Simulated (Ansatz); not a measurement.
# CH₃O (quartet): the correlation ladder, cc-pVDZ

One table from this session's results is given with a row withheld; the runs are named, their logs left out.

Method: cc-pVDZ, core rule «outside noble gas», up to 2 orbitals frozen; program: Ansatz 0.2.0, Gaussian basis.

The runs, in order: UHF; CCSD(T) on ROHF; CCSD(T) on UHF; BCCD(T) on ROHF; CISD; CCSDT(Q) on ROHF; CCSDT(Q) on UHF; CASSCF and MRCISD+Q, 13 electrons in 11 orbitals; CASSCF and NEVPT2, 13 electrons in 11 orbitals.

21 further runs of the same task are left out: 1 for a mislabelled method, 8 that didn't finish, 12 set aside as unsound or not needed.

### The geometry

The geometry is a PBE0/def2-TZVP stationary point (not a proven minimum) of the parent state, kept for this charge and spin.

5 atoms, charge 0, spin multiplicity 4.

Atoms are counted from 1 here; the program's logs count them from 0.

Bond lengths: O1–C2 1.356 Å, C2–H3 1.104 Å, C2–H4 1.098 Å, C2–H5 1.104 Å. Angles: O1–C2–H3 108.9°, O1–C2–H4 114.9°, O1–C2–H5 108.9°, H3–C2–H4 110.0°, H3–C2–H5 103.7°, H4–C2–H5 110.0°.

The first run:

File in.yaml:

```yaml
crystal:
  periodic: [false, false, false]
  atoms:
    - {symbol: O, position_ang: [0.000000, 0.001105, 0.695061]}
    - {symbol: C, position_ang: [0.000000, 0.009438, -0.660775]}
    - {symbol: H, position_ang: [0.868643, -0.569422, -1.021453]}
    - {symbol: H, position_ang: [0.000000, 1.008845, -1.116196]}
    - {symbol: H, position_ang: [-0.868643, -0.569422, -1.021453]}
basis:
  gaussian: {orbitals: cc-pVDZ}
magnetization: {spin_polarized: true, initial_magnetization: 3}
hamiltonian: {xc: hf}
output: {orbitals: {seedname: orbitals}}
```

On the command line:

```console
$ ansatz run in.yaml --threads 1 --pin off --events-out ev --progress --plain --max-ram 2393MiB
```

Steps of the session up to this table: UHF; CCSD(T) on ROHF; CCSD(T) on UHF; BCCD(T) on ROHF; CISD; CCSDT(Q) on ROHF; CCSDT(Q) on UHF; CASSCF and MRCISD+Q, 13 electrons in 11 orbitals; CASSCF and NEVPT2, 13 electrons in 11 orbitals.

One of the session's tables, all rows but one given; the rest of the session is left out.

It belongs to the step «Misses and costs». 

```
          method  from UCCSDT(Q) (meV)
            ROHF                     ?
             UHF               +9107.0
            RMP2               +1477.9
            UMP2               +1442.6
            CISD               +1144.9
           RCCSD                +378.7
           UCCSD                +372.4
        RCCSD(T)                 +66.5
        UCCSD(T)                 +69.8
         BCCD(T)                 +73.5
          RCCSDT                 +27.6
          UCCSDT                 +27.7
       RCCSDT(Q)                  +5.3
       UCCSDT(Q)                     0
  CASSCF valence               +6863.1
  NEVPT2 valence               +1284.4
  MRCISD valence                +548.9
MRCISD+Q valence                 +93.3
```

Estimate the missing values for ROHF.

As computed: from UCCSDT(Q) (meV): +9494.8. In the column «from UCCSDT(Q) (meV)» it is the highest.

To keep in mind: Restricted and unrestricted rows rest on different reference determinants; where their highest levels disagree by more than a few hundredths of an eV, they describe different states and don't form one ladder.
